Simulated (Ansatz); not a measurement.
Relaxing Zn₂W

Computed with Ansatz, DFT r2SCAN, scalar-relativistic, plane waves, PAW. Cutoff 500 eV, Γ-centred k mesh, Gaussian smearing, no spin polarisation in the final step.

Zn₂W was placed on the 2H molybdenite structure type (P6_3/mmc, No. 194), with W in place of Mo, Zn in place of S, at a guessed volume.

```
Zn W
1.0
     2.90954    0.00000    0.00000
    -1.45477    2.51974    0.00000
     0.00000    0.00000   11.31693
Zn W
4 2
Cartesian
  0.0000 1.6798 7.1014
  1.4548 0.8399 1.4429
  0.0000 1.6798 9.8740
  1.4548 0.8399 4.2156
  0.0000 1.6798 2.8292
  1.4548 0.8399 8.4877
```

Steps on the 6×6×2 mesh (6 atoms). 8 of 9 steps are shown, and the free energy counts from the last. Trial steps that were taken back and renewals of the plane-wave basis can be among the rows.

```csv
step,ΔF (meV/atom),V (Å³/atom),P (GPa),largest force component (eV/Å)
1,2536.7,13.83,97.68,12.144
2,845.7,15.59,22.10,4.977
3,217.1,15.18,4.66,2.168
4,99.9,15.28,0.05,1.376
5,12.1,14.43,4.70,0.337
6,2.0,14.89,-0.09,0.170
7,1.2,14.87,-0.45,0.050
9,0.0,14.84,0.02,0.000
```

A final relaxation ran on a 18×18×4 mesh. The relaxed crystal, P6_3/mmc (No. 194):

Space group P6_3/mmc (No. 194). a = 2.785 Å, b = 2.785 Å, c = 13.230 Å, α = 90.00°, β = 90.00°, γ = 120.00°
```
atom site symmetry x y z
  Zn    4f       3m.  0.3333  0.6667  0.5806
   W    2c      -6m2  0.3333  0.6667  0.2500
```

For Zn₂W, the volume per atom is 14.81 Å³. The density is 11.76 g/cm³ and the energy over the elements is 0.20 eV/atom. The gap on the 18×18×4 mesh is 0 eV (a metal).

Formation energies are uncorrected and refer to the elements' standard structures at the same level.

The final run used a 18×18×4 mesh on its 6-atom cell and 0.10 eV smearing. The k mesh leaves about 4 meV/atom of noise in metals. Spin–orbit coupling is left out.

Symmetry constrained the relaxation, so the result can be a saddle point.

Cost: 3 runs of about 6.1 core-minutes in all, on Arm Neoverse V2 (shared hosts).